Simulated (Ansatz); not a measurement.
# Worked example: vertical ionisation energy of CHF (SMILES [CH]F)

CHF: 3 atoms, total charge 0, spin state singlet. As SMILES, `[CH]F`. The shape is that of a GFN2-xTB optimisation.

```csv
atom,x (Å),y (Å),z (Å)
C,-0.1281,-0.3592,-0.1064
F,0.9696,-0.0113,0.5302
H,-0.8415,0.3705,-0.4238
```

Both states at this one shape; open shells run unrestricted unless said. 1 Eh = 27.2114 eV.

| level | program | singlet CHF (Eh) | doublet CHF+ (Eh) |
| --- | --- | --- | --- |
| SVWN5/STO-3G | Ansatz | -135.417192 | -135.163454 |
| PBE/STO-3G | Ansatz | -136.299030 | -136.042367 |
| BHLYP/STO-3G | Ansatz | -136.403988 | -136.129791 |
| CAM-B3LYP/STO-3G | Ansatz | -136.386542 | -136.117135 |

Task: Work out the vertical ionisation energy at each level.

Result: 
1. SVWN5/STO-3G: -135.163454 − (-135.417192) = 0.253738 Eh = 6.90 eV.
2. PBE/STO-3G: -136.042367 − (-136.299030) = 0.256663 Eh = 6.98 eV.
3. BHLYP/STO-3G: -136.129791 − (-136.403988) = 0.274197 Eh = 7.46 eV.
4. CAM-B3LYP/STO-3G: -136.117135 − (-136.386542) = 0.269407 Eh = 7.33 eV.

No measured value is set beside it here; the levels span 6.90 to 7.46 eV. Minimal sets are far from the basis-set limit.
